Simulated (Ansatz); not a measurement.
Cartesian coordinates in Å:
```
C 1.680 2.268 -0.423
C 1.217 0.873 -0.041
C -0.249 0.862 0.355
O -0.716 -0.381 0.815
C -0.929 -1.331 -0.200
C -1.568 -2.552 0.412
H 1.551 2.969 0.406
H 1.113 2.656 -1.274
H 2.736 2.275 -0.701
H 1.384 0.188 -0.878
H 1.805 0.492 0.800
H -0.867 1.208 -0.490
H -0.407 1.564 1.180
H 0.018 -1.605 -0.686
H -1.580 -0.902 -0.978
H -2.521 -2.293 0.878
H -1.748 -3.311 -0.352
H -0.918 -2.980 1.178
```

The species carries charge 0 and has multiplicity 1.

**Question.** List the B3LYP/def2-TZVPP orbital energies in eV (Ansatz 0.2.0). (Estimate.)

**Answer.** Computed: Occupied: -520.38, -277.93, -277.87, -276.63, -276.57, -276.44, -28.22, -21.54, -20.50, -18.28, -16.84, -15.91, -13.57, -13.15, -12.83, -11.71, -11.45, -10.78, -10.29, -10.06, -9.80, -9.65, -9.15, -8.48, -7.00. Lowest empty: 0.96, 1.24, 1.81, 1.95, 2.18, 2.87, 2.95, 3.04.

B3LYP here is the variant with VWN-RPA as its local correlation; programs differ in this.
